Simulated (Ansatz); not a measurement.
Steps of a relaxation of `O=COCCO` with RKS PBE-D4/def2-SVP.

```sh
$ ansatz run in.yaml --threads 4 --pin off --events-out ev --progress --plain --max-ram 10444MiB
```

```yaml
crystal:
  periodic: [false, false, false]
  atoms:
    - {symbol: O, position_ang: [-2.321200, -1.422600, 0.121900]}
    - {symbol: C, position_ang: [-2.021700, -0.337200, 0.634200]}
    - {symbol: O, position_ang: [-0.825300, 0.242400, 0.533500]}
    - {symbol: C, position_ang: [0.212200, -0.486900, -0.268600]}
    - {symbol: C, position_ang: [1.491300, 0.196600, -0.210000]}
    - {symbol: O, position_ang: [1.398400, 1.528900, -0.752200]}
    - {symbol: H, position_ang: [-2.638100, 0.296100, 1.270800]}
    - {symbol: H, position_ang: [-0.188400, -0.485900, -1.304900]}
    - {symbol: H, position_ang: [0.235900, -1.504800, 0.154600]}
    - {symbol: H, position_ang: [1.823900, 0.309600, 0.868800]}
    - {symbol: H, position_ang: [2.234600, -0.353100, -0.732300]}
    - {symbol: H, position_ang: [0.675500, 1.961800, -0.281700]}
basis:
  gaussian: {orbitals: def2-SVP}
hamiltonian: {xc: pbe, dispersion: d4}
relax: {f_tol: 0.03, max_steps: 200}
```

Positions (Å) and forces (eV/Å) along the path, 8 of 8 steps:

```xyz
12
step=1 energy=-9332.0924 eV
O    -2.321   -1.423    0.122    0.155    1.704    0.854
C    -2.022   -0.337    0.634    0.336   -2.484   -1.338
O    -0.825    0.242    0.533    1.426    0.332   -0.317
C     0.212   -0.487   -0.269   -2.575   -0.653    0.094
C     1.491    0.197   -0.210   -0.120    3.211    2.043
O     1.398    1.529   -0.752    0.661   -0.793   -0.568
H    -2.638    0.296    1.271   -0.823    0.440    0.480
H    -0.188   -0.486   -1.305    0.110   -0.321    0.012
H     0.236   -1.505    0.155    0.074   -0.322   -0.223
H     1.824    0.310    0.869   -0.004   -0.475   -0.391
H     2.235   -0.353   -0.732    1.157   -0.771   -0.958
H     0.675    1.962   -0.282   -0.396    0.132    0.313
12
step=2 energy=-9332.2779 eV
O    -2.325   -1.395    0.142    0.211    0.372    0.720
C    -1.982   -0.361    0.690   -0.635   -0.083   -1.344
O    -0.786    0.227    0.549    0.748   -0.276   -0.125
C     0.195   -0.515   -0.280   -1.104   -0.004    0.445
C     1.476    0.231   -0.180    0.395    1.133    0.270
O     1.386    1.539   -0.753    0.150   -0.542    0.092
H    -2.661    0.361    1.213    0.013   -0.249    0.375
H    -0.193   -0.529   -1.320    0.023   -0.063    0.002
H     0.247   -1.553    0.103    0.069   -0.055   -0.065
H     1.818    0.278    0.891   -0.103   -0.100   -0.194
H     2.245   -0.314   -0.739    0.360   -0.214   -0.265
H     0.656    1.977   -0.283   -0.127    0.080    0.090
12
step=3 energy=-9332.3187 eV
O    -2.329   -1.404    0.180    0.118    0.613   -0.060
C    -2.004   -0.315    0.614   -0.565   -0.435    0.924
O    -0.785    0.243    0.509    0.018   -0.227   -0.423
C     0.185   -0.523   -0.289   -0.307    0.305    0.330
C     1.478    0.248   -0.164    0.514    0.033   -0.611
O     1.397    1.541   -0.752   -0.105   -0.305    0.347
H    -2.665    0.331    1.299    0.474   -0.264   -0.669
H    -0.175   -0.561   -1.338    0.026    0.037   -0.003
H     0.240   -1.566    0.091    0.024    0.081    0.057
H     1.809    0.267    0.904   -0.086    0.062   -0.001
H     2.267   -0.303   -0.732   -0.133    0.070    0.145
H     0.660    1.985   -0.289    0.023    0.030   -0.037
12
step=4 energy=-9332.3493 eV
O    -2.355   -1.380    0.156    0.095    0.274    0.084
C    -2.009   -0.307    0.600   -0.166    0.010    0.240
O    -0.786    0.253    0.452   -0.316   -0.016    0.265
C     0.182   -0.527   -0.261    0.440   -0.018   -0.260
C     1.489    0.256   -0.190    0.077   -0.439   -0.115
O     1.348    1.558   -0.681    0.014    0.292   -0.107
H    -2.632    0.385    1.240    0.070   -0.177   -0.252
H    -0.159   -0.659   -1.304   -0.030    0.059   -0.167
H     0.273   -1.539    0.178   -0.021   -0.100    0.141
H     1.882    0.219    0.856   -0.044    0.066    0.115
H     2.249   -0.262   -0.819   -0.096    0.022    0.045
H     0.598    1.948   -0.193   -0.023    0.028    0.011
12
step=5 energy=-9332.3673 eV
O    -2.346   -1.387    0.169   -0.037   -0.081   -0.027
C    -2.008   -0.320    0.622   -0.051    0.167    0.133
O    -0.788    0.243    0.485    0.060   -0.068    0.001
C     0.186   -0.524   -0.272   -0.051    0.046    0.007
C     1.488    0.248   -0.186    0.072    0.029   -0.030
O     1.368    1.554   -0.706    0.022   -0.039    0.003
H    -2.649    0.370    1.238    0.052   -0.082   -0.095
H    -0.167   -0.612   -1.319   -0.011    0.026   -0.039
H     0.265   -1.548    0.148    0.006   -0.022    0.036
H     1.854    0.239    0.872   -0.041    0.021    0.006
H     2.255   -0.281   -0.790   -0.006   -0.010   -0.007
H     0.621    1.962   -0.227   -0.016    0.014    0.013
12
step=6 energy=-9332.3687 eV
O    -2.345   -1.392    0.175   -0.002    0.008    0.014
C    -2.007   -0.323    0.628   -0.030    0.038    0.017
O    -0.787    0.238    0.493    0.045   -0.049   -0.025
C     0.185   -0.522   -0.274   -0.077    0.020    0.038
C     1.489    0.248   -0.186    0.043    0.054   -0.009
O     1.374    1.553   -0.711    0.000   -0.039    0.012
H    -2.652    0.368    1.234    0.023   -0.039   -0.031
H    -0.172   -0.598   -1.323    0.001    0.009   -0.002
H     0.263   -1.549    0.140    0.012   -0.002   -0.002
H     1.845    0.244    0.876   -0.024    0.002   -0.011
H     2.256   -0.286   -0.784    0.005   -0.009   -0.003
H     0.628    1.965   -0.234    0.002    0.006    0.002
12
step=7 energy=-9332.3691 eV
O    -2.345   -1.394    0.179   -0.002    0.000    0.003
C    -2.007   -0.325    0.630   -0.001    0.006   -0.003
O    -0.786    0.235    0.496    0.016   -0.015   -0.018
C     0.184   -0.521   -0.275   -0.036    0.004    0.024
C     1.489    0.248   -0.186    0.013    0.019   -0.005
O     1.376    1.552   -0.714   -0.009   -0.013    0.007
H    -2.652    0.367    1.231    0.002   -0.004    0.001
H    -0.174   -0.592   -1.324    0.004    0.000    0.008
H     0.264   -1.550    0.136    0.009    0.004   -0.012
H     1.839    0.247    0.878   -0.007   -0.003   -0.007
H     2.258   -0.288   -0.781    0.001   -0.002    0.004
H     0.631    1.967   -0.237    0.009    0.003   -0.003
12
step=8 energy=-9332.3692 eV
O    -2.346   -1.395    0.180    0.002    0.005    0.000
C    -2.008   -0.325    0.631    0.002   -0.010   -0.003
O    -0.786    0.234    0.497    0.000   -0.003   -0.007
C     0.183   -0.521   -0.275   -0.007    0.003    0.008
C     1.489    0.249   -0.186    0.000   -0.002   -0.006
O     1.377    1.551   -0.716   -0.007   -0.004    0.003
H    -2.652    0.366    1.232    0.000    0.004    0.004
H    -0.174   -0.590   -1.324    0.002   -0.001    0.005
H     0.265   -1.551    0.133    0.003    0.003   -0.006
H     1.836    0.248    0.878    0.000    0.000   -0.001
H     2.258   -0.290   -0.779   -0.002    0.002    0.006
H     0.635    1.969   -0.238    0.007    0.003   -0.002
```

Hardware: 4 threads of an Arm Neoverse V1 on a shared host. Wall time 11 s, peak host memory 0.15 GiB.
